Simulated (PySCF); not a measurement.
Compound: C₆H₈.
Structure used (PBE0-D3(BJ)/def2-SVP), in Å, numbered top down from 1:
```
atom  x, y, z in Å
C1     0.339   -1.806    1.966
C2     0.145   -0.820    1.130
C3    -0.050    0.176    0.283
C4    -0.046    1.606    0.753
C5    -0.275   -0.119   -1.136
C6    -0.485    0.795   -2.093
H7    -0.497   -2.286    2.487
H8     1.345   -2.188    2.175
H9     0.137    1.669    1.834
H10   -1.011    2.089    0.534
H11    0.736    2.182    0.233
H12   -0.265   -1.181   -1.403
H13   -0.645    0.494   -3.131
H14   -0.506    1.867   -1.881
```

The calculation used core-valence-separated Tamm–Dancoff BHandHLYP/aug-pcX-1 (pcseg-1 on H) in PySCF, non-relativistic, gas phase, PBE0-D3(BJ)/def2-SVP geometry. No empirical shift is added; at this level the pattern usually sits a few eV under experiment.

**Question.** What does the C 1s absorption edge look like?

**Answer.** 
| E (eV) | f | core hole on | main final orbital | polarisation |
| --- | --- | --- | --- | --- |
| 282.40 | 0.0568 | C6 | LUMO (72 %) | normal to the local trigonal plane |
| 282.81 | 0.0524 | C5 | LUMO (72 %) | normal to the local trigonal plane |
| 282.97 | 0.0637 | C2 | LUMO (74 %) | – |
| 283.03 | 0.0676 | C2 | LUMO+4 (52 %) | – |
| 283.26 | 0.0556 | C1 | LUMO+4 (41 %) | normal to the local trigonal plane |
| 283.56 | 0.0528 | C3 | LUMO (65 %) | normal to the local trigonal plane |
| 285.12 | 0.0045 | C1 | LUMO (83 %) | in the local trigonal plane |
| 285.45 | 0.0026 | C4 | LUMO (90 %) | – |
| 285.70 | 0.0037 | C4 | LUMO+1 (44 %) | – |
| 285.74 | 0.0086 | C6 | LUMO+1 (41 %) | in the local trigonal plane |
| 285.94 | 0.0052 | C1 | LUMO+2 (68 %) | in the local trigonal plane |
| 285.98 | 0.0022 | C3 | LUMO+4 (49 %) | in the local trigonal plane |
| 286.20 | 0.0426 | C5 + C6 | spread (2 roots, f summed) | – |
| 286.28 | 0.0204 | C4 | LUMO+4 (31 %) | – |
| 286.47 | 0.0278 | C4 | LUMO+8 (32 %) | – |
| 286.66 | 0.0274 | C4 | LUMO+6 (34 %) | – |
| 286.72 | 0.0055 | C5 | LUMO+4 (42 %) | in the local trigonal plane |
| 286.74 | 0.0191 | C3 | LUMO+10 (31 %) | normal to the local trigonal plane |
| 286.84 | 0.0000 | C2 | LUMO+2 (73 %) | – |
| 286.93 | 0.0221 | C1 | LUMO+6 (62 %) | in the local trigonal plane |
| 286.94 | 0.0100 | C5 | LUMO+10 (46 %) | normal to the local trigonal plane |
| 287.08 | 0.0015 | C6 | LUMO+2 (48 %) | in the local trigonal plane |
| 287.12 | 0.0075 | C6 | LUMO+6 (35 %) | normal to the local trigonal plane |
| 287.14 | 0.0027 | C3 | LUMO+2 (60 %) | in the local trigonal plane |
| 287.19 | 0.0017 | C4 | LUMO+7 (38 %) | – |
| 287.22 | 0.0042 | C5 | LUMO+1 (50 %) | in the local trigonal plane |

The first line with a tenth or more of the strongest one's intensity is at 282.40 eV (f = 0.057), with the hole on C6 (terminal =CH2 carbon), polarised normal to the local trigonal plane: a 1s→π* resonance. The strongest listed is at 283.03 eV (f = 0.068; C2).

Roots within 0.03 eV whose holes lie on the same, on equivalent or on shared atoms are summed into one line, and the highest roots are left out, as the search may have cut off their partners. Final orbitals are the ground state's empty Kohn–Sham orbitals. A dash: too weak, shared between unlike atoms, or no plane or axis to refer to.

**Question.** What are the wavelength and the wavenumber of the 283.26 eV line?

**Answer.** λ = 12398.42 eV Å/283.26 eV = 43.770 Å; 2.2846 × 10⁶ cm⁻¹.

The list ends where the root search ended, not at a threshold.

Rough CPU time on one thread of a shared machine: about 28 s.

One conformer stands for the species.
